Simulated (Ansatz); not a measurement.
α-quartz (SiO2) was calculated with r²SCAN-D4 in Ansatz (plane waves, PAW).

Input:

Ansatz 0.2 input:
```yaml
crystal:
  lattice:
    - [2.4427147829, -4.2309061123, 0.0]
    - [2.4427147829, 4.2309061123, 0.0]
    - [0.0, 0.0, 5.3887922977]
  atoms:
    - { symbol: Si, position: [0.0, 0.4658093546, 0.3333333333] }
    - { symbol: Si, position: [0.5341906454, 0.5341906454, 0.0] }
    - { symbol: Si, position: [0.4658093546, 0.0, 0.6666666667] }
    - { symbol: O, position: [0.274241314, 0.411649398, 0.2195541865] }
    - { symbol: O, position: [0.588350602, 0.862591916, 0.8862208532] }
    - { symbol: O, position: [0.725758686, 0.137408084, 0.4471124801] }
    - { symbol: O, position: [0.862591916, 0.588350602, 0.1137791468] }
    - { symbol: O, position: [0.411649398, 0.274241314, 0.7804458135] }
    - { symbol: O, position: [0.137408084, 0.725758686, 0.5528875199] }
basis:
  ecutwfc: 560
  ecutrho_ratio: 4
  xc_grid: 3
kpoints:
  mp_grid: { grid: [12, 12, 6] }
  band_path:
    path:
      - [0.0, 0.0, 0.0]
      - [0.071429, 0.0, 0.0]
      - [0.142857, 0.0, 0.0]
      - [0.214286, 0.0, 0.0]
      - [0.285714, 0.0, 0.0]
      - [0.357143, 0.0, 0.0]
      - [0.428571, 0.0, 0.0]
      - [0.5, 0.0, 0.0]
      - [0.444444, 0.111111, 0.0]
      - [0.388889, 0.222222, 0.0]
      - [0.333333, 0.333333, 0.0]
      - [0.291667, 0.291667, 0.0]
      - [0.25, 0.25, 0.0]
      - [0.208333, 0.208333, 0.0]
      - [0.166667, 0.166667, 0.0]
      - [0.125, 0.125, 0.0]
      - [0.083333, 0.083333, 0.0]
      - [0.041667, 0.041667, 0.0]
      - [0.0, 0.0, 0.1]
      - [0.0, 0.0, 0.2]
      - [0.0, 0.0, 0.3]
      - [0.0, 0.0, 0.4]
      - [0.0, 0.0, 0.5]
      - [0.071429, 0.0, 0.5]
      - [0.142857, 0.0, 0.5]
      - [0.214286, 0.0, 0.5]
      - [0.285714, 0.0, 0.5]
      - [0.357143, 0.0, 0.5]
      - [0.428571, 0.0, 0.5]
      - [0.5, 0.0, 0.5]
      - [0.444444, 0.111111, 0.5]
      - [0.388889, 0.222222, 0.5]
      - [0.333333, 0.333333, 0.5]
      - [0.291667, 0.291667, 0.5]
      - [0.25, 0.25, 0.5]
      - [0.208333, 0.208333, 0.5]
      - [0.166667, 0.166667, 0.5]
      - [0.125, 0.125, 0.5]
      - [0.083333, 0.083333, 0.5]
      - [0.041667, 0.041667, 0.5]
      - [0.5, 0.0, 0.4]
      - [0.5, 0.0, 0.3]
      - [0.5, 0.0, 0.2]
      - [0.5, 0.0, 0.1]
      - [0.333333, 0.333333, 0.4]
      - [0.333333, 0.333333, 0.3]
      - [0.333333, 0.333333, 0.2]
      - [0.333333, 0.333333, 0.1]
    npoints: 1
hamiltonian:
  xc: r2scan
  dispersion: d4
  pseudopotentials: { kind: paw }
scf:
  occupations: { method: fermi_dirac, width: 0.01 }
  convergence: { dr2_threshold: 0.0000000009 }
output:
  forces: true
  stress: true
  eigenvalues: true
  write_bands: true
```

Excerpt of the program's output:

```
Crystal: 9 atoms, lattice volume = 111.385 Å³
Basis set: ecut = 560 eV, 3357 PW (Γ), exchange–correlation on 120×120×135 points (27 copies of the dense FFT grid, shifted against one another)
Bands: 33, of which v1, the nominal top of the filled ones, is band 24 counted from 1 (23 counted from 0)
Symmetry: 6 space group operations
Space group: P3221 (ITA 154), of the structure as read, at distance tolerance 4.8e-5 Å
k-points: 100 of 864 (time reversal used)
Functional: x = r2scan, c = r2scan; τ floored in thin density (d = 2e-4 eV/Å³)
SCF iter   1: F=—  HF=-5340.693361 eV  |F-HF|=—  |Δ(HF+E_count)|=         —  Δρ=7.30e-3  dr2=5.85e-2  dr2_τ=7.92e-1
SCF iter   2: F=—  HF=-5340.948208 eV  |F-HF|=—  |Δ(HF+E_count)|=   2.55e-1  Δρ=4.86e-3  dr2=1.80e-2  dr2_τ=1.23e-3
  ...
SCF iter   7: F=—  HF=-5340.945189 eV  |F-HF|=—  |Δ(HF+E_count)|=   3.45e-5  Δρ=9.64e-6  dr2=8.70e-8  dr2_τ=2.69e-9
SCF iter   8: F=-5340.945189 eV  HF=-5340.945189 eV  |F-HF|=2.82e-11  |Δ(HF+E_count)|=   7.86e-9  Δρ=5.75e-7  dr2=3.18e-10  dr2_τ=1.88e-11
SCF 1 converged in 8 iterations: F = -5340.945189 eV  dr2 = 3.18e-10
SCF converged after 8 iterations
Free energy (F): -5340.945189 eV
Internal energy: -5340.945189 eV  (E = F + TS)
E sigma→0 (E₀):  -5340.945189 eV
Fermi energy:    5.571551 eV
--- Forces (eV/Å), atoms counted from 1 ---
  atom   1  Si     0.00001786     0.00003093     0.00000000
  atom   2  Si    -0.00003571     0.00000000    -0.00000000
  atom   3  Si     0.00001786    -0.00003093    -0.00000000
  atom   4  O     -0.00097928    -0.00043754     0.00053353
  atom   5  O      0.00086856    -0.00062931     0.00053353
  atom   6  O      0.00011072    -0.00106685    -0.00053353
  atom   7  O      0.00086856     0.00062931    -0.00053353
  atom   8  O     -0.00097928     0.00043754    -0.00053353
  atom   9  O      0.00011072     0.00106685     0.00053353
--- Stress (GPa, compression-positive) ---
       -0.002976       0.000000      -0.000000
        0.000000      -0.002976      -0.000000
       -0.000000      -0.000000      -0.002700
  P = ⅓ Tr σ = -0.0029 GPa (-0.029 kbar)
```

The PAW data were made under PBE.

The result took around 2.0 core-minutes (rough).

Ansatz is a quantum-chemistry and plane-wave program.
